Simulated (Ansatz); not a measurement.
Basis sets compared for the cluster B₂P⁺ (the lowest singlet isomer of a short search). Total charge 1; singlet. Geometry r2SCAN-D4/def2-TZVP. Ansatz on 4 threads of Arm Neoverse V2 on a shared host; times are rough, and most runs start from earlier orbitals.

```xyz
3

B    -0.799    0.446   -0.179
B     0.537    0.567    0.509
P     0.262   -1.013   -0.330
```

B3LYP takes the VWN-RPA correlation. The structure comes from a short search, and lower isomers may exist.

```
           level  functions  energy (Eh)  HOMO (eV)  LUMO (eV)  wall time
 PBE-D4/def2-SVP         46    -390.1731     -13.74     -12.14      0.2 s
  B3LYP-D4/6-31G         31    -390.5009     -14.51     -11.41      0.2 s
PBE0-D4/def2-SVP         46    -390.1976     -14.77     -11.16     0.25 s
```

Problem. Estimate the rows for PBE-D4/def2-TZVP (with forces), B3LYP-D4/def2-TZVP, PBE0-D4/def2-TZVP.

Solution. 
| level | functions | energy (Eh) | HOMO (eV) | LUMO (eV) | wall time |
| --- | --- | --- | --- | --- | --- |
| PBE-D4/def2-TZVP (with forces) | 99 | -390.3446 | -13.68 | -12.07 | 0.45 s |
| B3LYP-D4/def2-TZVP | 99 | -390.5949 | -14.51 | -11.29 | 0.55 s |
| PBE0-D4/def2-TZVP | 99 | -390.3688 | -14.70 | -11.07 | 0.6 s |
